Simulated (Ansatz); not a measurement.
Geometry optimisation, RKS r2SCAN/def2-SVP in Ansatz.

The input (input.yaml):

```yaml
crystal:
  periodic: [false, false, false]
  atoms:
    - { symbol: Si, position_ang: [-0.37584, -0.44374, -1.09465] }
    - { symbol: S, position_ang: [-0.57915, 0.44239, 0.87668] }
    - { symbol: S, position_ang: [1.1021, -0.43127, 1.85084] }
    - { symbol: H, position_ang: [-1.77572, -0.87891, -1.24292] }
    - { symbol: H, position_ang: [-1.50085, 1.44906, 0.673] }
    - { symbol: H, position_ang: [1.98301, 0.48713, 1.46125] }
total_charge: -1
basis:
  gaussian: { orbitals: def2-SVP }
hamiltonian:
  xc: r2scan
relax:
  f_tol: 0.02
  max_steps: 50
```

Run as:

```bash
$ ansatz run input.yaml --threads 1 --pin off --max-ram 2048MiB --backend cpu --events-out ev --progress --plain --runs-dir out
```

Where does it end, and by what steps?

The forces met the threshold. The force dipped under the threshold on the way, but the program's further checks kept it going. Limits of this set-up: an anion without diffuse functions, the dipole of an ion depends on the origin. After 26 steps the energy has fallen by 4.747 eV; S2 moved furthest, 1.42 Å. Parted: S2–S3. Joined: Si1–S3.

| step | energy less start (eV) | largest force component (eV/Å) | accepted |
| --- | --- | --- | --- |
| 0 | 0.0000 | 3.197 | yes |
| 1 | -1.3068 | 2.277 | yes |
| 2 | -2.0082 | 1.638 | yes |
| 3 | -2.3543 | 1.374 | yes |
| 4 | -2.8070 | 0.682 | yes |
| 5 | -3.1642 | 0.581 | yes |
| 6 | -3.5520 | 0.859 | yes |
| 7 | -3.8991 | 1.015 | yes |
| 8 | -4.2053 | 0.766 | yes |
| 9 | -4.4100 | 0.723 | yes |
| 10 | -4.4620 | 0.979 | yes |
| 11 | -4.5310 | 0.456 | yes |
| 12 | -4.5537 | 0.347 | yes |
| 13 | -4.5746 | 0.380 | yes |
| 14 | -4.5674 | 1.072 | no |
| 15 | -4.5980 | 0.251 | yes |
| 16 | -4.6176 | 0.279 | yes |
| 17 | -4.6446 | 0.184 | yes |
| 18 | -4.6784 | 0.230 | yes |
| 19 | -4.6739 | 0.426 | no |
| 20 | -4.6928 | 0.169 | yes |
| 21 | -4.7097 | 0.178 | yes |
| 22 | -4.7327 | 0.061 | yes |
| 23 | -4.7463 | 0.019 | yes |
| 24 | -4.7457 | 0.145 | no |
| 25 | -4.7465 | 0.034 | yes |
| 26 | -4.7468 | 0.011 | yes |

```xyz
6
Properties=species:S:1:pos:R:3
Si -0.175 -0.173 -0.430
S -1.895 0.924 0.626
S 1.198 -0.867 1.276
H -0.965 -1.489 -0.331
H -1.470 2.171 0.317
H 2.162 0.058 1.066
```

Whether the end is a true minimum wasn't checked by a vibrational analysis.

Run time: 50 s on 1 thread of Intel(R) Xeon(R) 6975P-C (Granite Rapids), on a shared host, peak memory 0.15 GiB.
